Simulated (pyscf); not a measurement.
Single points on ωB97X-D3(BJ)/def2-SVP structures (PySCF, gas phase).

Q: H₂B–NH–CH₃ (SMILES BNC) + H₂ (SMILES [H][H]) -> H₂B–CH₃ (SMILES BC) + NH₃ (SMILES N)
Surface: singlet. Broken: C–N, B–N, H–H. Formed: B–C, H–N, H–N. Give ΔE‡ and ΔE from ωB97M-D3(BJ)/def2-TZVP, relative to the separated reactants.

A: ΔE‡ = 93.5 kcal/mol, ΔE = +12.3 kcal/mol. Zero-point energy shifts the barrier by +0.4 kcal/mol. It is a multi-bond step, with an imaginary mode of 1247i cm⁻¹. On the product side the descent ends in an adduct with a B–N contact, 26.7 kcal/mol under the separated species and 110.2 kcal/mol under the saddle at ωB97X-D3(BJ)/def2-TZVP. What is counted as broken (B–N) persists as a longer contact in the product adduct; parting that adduct is a step of its own. At ωB97X-D3(BJ)/def2-TZVP the barrier from the zero used here is 96.0 kcal/mol. H₂B–NH–CH₃ lies 17.9 kcal/mol over its isomer H₃C–BH–NH₂ (electronic energy, ωB97M-D3(BJ)/def2-TZVP). This is the saddle that the search found; another between the same sides may lie lower.
